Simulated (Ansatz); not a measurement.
The cell was built from the diamond type and relaxed in the same program; it needn't be a known or the stable phase. The listed cell was then made from it by scaling, straining or moving an atom.

Sn: DFT, PBE, all-electron LAPW, scalar-relativistic (Ansatz 0.2.0). What sets it apart from a plain run of this crystal: volume scaled by 0.97.

Command: `ansatz run input.yaml --threads 1 --pin off --max-ram 2048MiB --backend cpu --events-out ev --progress --plain --runs-dir out` The run took 16 s on 1 thread of Arm Neoverse V1, with other jobs on the host, peak memory 0.34 GiB.

```yaml
crystal:
  lattice:
    - [0.0, 3.2942374582, 3.2942374582]
    - [3.2942374582, 0.0, 3.2942374582]
    - [3.2942374582, 3.2942374582, 0.0]
  atoms:
    - { symbol: Sn, position: [0.0, 0.0, 0.0] }
    - { symbol: Sn, position: [0.25, 0.25, 0.25] }
kpoints:
  mp_grid: { grid: [9, 9, 9] }
scf:
  occupations: { method: fermi_dirac, width: 0.05 }
hamiltonian:
  xc: pbe
  pseudopotentials: { kind: all_electron, lapw: { basis_error: 0.0005 } }
output:
  forces: true
  stress: true
  eigenvalues: true
```

Output (standing set-up lines are left out):

```
LAPW: plane waves up to 8.326 Å⁻¹, error target 5.0e-4 eV per atom; small_component_spin mean_spin; Sn in spheres of 1.426 Å, 22 of its electrons in bands, Dirac shells []
Crystal: 2 atoms, lattice volume = 71.498 Å³
Basis set: ecut = 264.11874744669825 eV, 725 PW (Γ), exchange–correlation at level 2
iter 1 solved again at ethr=6.35e-4 eV; its pass at ethr=1.00e-1 eV (dr2=2.80e-1 eV) is discarded
SCF iter   1: F=—  HF=-336178.896965 eV  |F-HF|=—  |Δ(HF+E_count)|=         —  Δρ=1.73e-2  dr2=2.82e-1  ethr=6.35e-4  ⟨swp⟩=2.8  Hψ=6094  notcnv=0
preconditioner: auto → Kerker (q_TF=auto, 2.516 Å⁻¹)  [metal: Δε(μ)=0.121 eV  Ē_g=20.641 eV  σ=0.050 eV  W_gap=0.43  n_scr=14 (ndim 8)  ℏωp=23.2 eV  f_vac=0.134  D(μ)=0.29/eV (n_scr^D=0)]
SCF iter   2: F=—  HF=-336178.881346 eV  |F-HF|=—  |Δ(HF+E_count)|=   1.56e-2  Δρ=1.23e-2  dr2=1.81e-1  ethr=6.35e-4  ⟨swp⟩=2.0  Hψ=2631  notcnv=0
SCF iter   3: F=—  HF=-336178.865605 eV  |F-HF|=—  |Δ(HF+E_count)|=   1.57e-2  Δρ=4.57e-3  dr2=3.94e-2  ethr=4.11e-4  ⟨swp⟩=2.0  Hψ=2800  notcnv=0
SCF iter   4: F=—  HF=-336178.854991 eV  |F-HF|=—  |Δ(HF+E_count)|=   1.06e-2  Δρ=2.42e-3  dr2=1.15e-2  ethr=8.97e-5  ⟨swp⟩=2.0  Hψ=2629  notcnv=0
SCF iter   5: F=—  HF=-336178.856717 eV  |F-HF|=—  |Δ(HF+E_count)|=         —  Δρ=1.04e-3  dr2=1.49e-3  ethr=2.60e-5  ⟨swp⟩=2.4  Hψ=2765  notcnv=0
the basis was enlarged: its passes take 188.8 KiB over the memory plan, 1 of 1 planned eigensolver slots
iter 6 solved again at ethr=2.74e-7 eV; its pass at ethr=3.38e-6 eV (dr2=1.21e-4 eV) is discarded
SCF iter   6: F=—  HF=-336178.858714 eV  |F-HF|=—  |Δ(HF+E_count)|=   2.00e-3  Δρ=3.27e-4  dr2=1.21e-4  ethr=2.74e-7  ⟨swp⟩=2.0  Hψ=4791  notcnv=0
SCF iter   7: F=—  HF=-336178.859029 eV  |F-HF|=—  |Δ(HF+E_count)|=   3.14e-4  Δρ=4.89e-5  dr2=1.54e-6  ethr=2.74e-7  ⟨swp⟩=3.0  Hψ=2784  notcnv=0
SCF iter   8: F=—  HF=-336178.859042 eV  |F-HF|=—  |Δ(HF+E_count)|=   1.35e-5  Δρ=1.75e-5  dr2=1.85e-7  ethr=3.50e-9  ⟨swp⟩=3.0  Hψ=2773  notcnv=0
SCF iter   9: F=-336178.859044 eV  HF=-336178.859044 eV  |F-HF|=2.23e-8  |Δ(HF+E_count)|=   1.90e-6  Δρ=3.11e-6  dr2=7.92e-9  ethr=4.21e-10  ⟨swp⟩=3.3  Hψ=2784  notcnv=0
SCF 1 converged in 9 iterations: F = -336178.859044 eV  dr2 = 7.92e-9
SCF converged after 9 iterations
Free energy (F): -336178.859044 eV
Harris-Foulkes:  -336178.859044 eV  (|F-HF|=2.23e-8)
Internal energy: -336178.856454 eV  (E = F + TS)
E sigma→0 (E₀):  -336178.857749 eV
Entropy (-TS):   -0.002590 eV (-1.295 meV/atom)
Fermi energy:    9.456486 eV
--- Per-component energies (eV) ---
  E_band       = -1586.646134
  E_kinetic    = 353567.771353
  E_xc         = -8995.321243
  E_electrostatic = -680751.306564  (all electrons and nuclei)
  E_smearing   = -0.002590  (= −TS)
  E_closure    = 0.000000  (closes the sum)
  E_atoms      = -336171.220692  (free atoms, spherical and without spin; not in F)
  Σ components = -336178.859044   (vs F -336178.859044, Δ=0.00e0)
  Basis errors (estimates in eV, not in F): energy 2.1e-4 per atom: plane waves 2.0e-4 (1.2e-4 summed), levels above the bands 5.3e-57, relativity 2.4e-9, radial functions 1.6e-5, core shells 2.5e-8; eigenvalues (radial functions only) 2.1e-7; not estimated: angular momenta, meshes, grids; target (lapw.basis_error) 5.0e-4; muffin-tin radii Sn 1.426 Å
--- Forces (eV/Å), atoms counted from 1 ---
  atom   1  Sn    -0.00000000     0.00000000    -0.00000000
  atom   2  Sn     0.00000000     0.00000000     0.00000000
  max |Σ_I F_I| component: 5.78e-19 eV/Å
--- Stress (GPa, compression-positive) ---
        1.174576      -0.000000       0.000000
       -0.000000       1.174576       0.000000
        0.000000       0.000000       1.174576
  P = ⅓ Tr σ = 1.1746 GPa (11.746 kbar)
--- Band table (eV; the first three rows and the last of 35) ---
  k-point 0: bands = ["-119.9065", "-119.9041", "-75.6934", "-75.6934", "-75.6934", "-75.6820", "-75.6820", "-75.6820", "-12.0974", "-12.0974", "-12.0974", "-12.0440", "-12.0440", "-11.7696", "-11.7696", "-11.7696", "-11.7657", "-11.7657", "-0.8026", "8.5598", "9.5916", "9.5916", "9.5916", "11.6597", "11.6597", "11.6597", "14.4942"]
  k-point 1: bands = ["-119.9064", "-119.9042", "-75.6935", "-75.6935", "-75.6933", "-75.6821", "-75.6819", "-75.6819", "-12.1052", "-12.1052", "-12.0947", "-12.0331", "-12.0331", "-11.7886", "-11.7886", "-11.7730", "-11.7487", "-11.7487", "-0.6887", "7.4423", "9.3743", "9.3743", "9.9776", "11.9424", "11.9424", "12.1419", "15.0803"]
  k-point 2: bands = ["-119.9063", "-119.9043", "-75.6937", "-75.6937", "-75.6929", "-75.6825", "-75.6817", "-75.6817", "-12.1174", "-12.1174", "-12.0876", "-12.0137", "-12.0137", "-11.8073", "-11.8073", "-11.7816", "-11.7344", "-11.7344", "-0.3568", "5.8813", "8.9786", "8.9786", "9.8391", "12.4291", "12.4291", "13.4558", "15.7990"]
  k-point 34: bands = ["-119.9055", "-119.9051", "-75.6949", "-75.6947", "-75.6886", "-75.6868", "-75.6807", "-75.6805", "-12.1596", "-12.1541", "-11.9957", "-11.9488", "-11.9307", "-11.8920", "-11.8891", "-11.8519", "-11.6927", "-11.6874", "1.7623", "2.6347", "6.4967", "6.9520", "12.4351", "12.5956", "13.3150", "14.4523", "17.4082"]
```
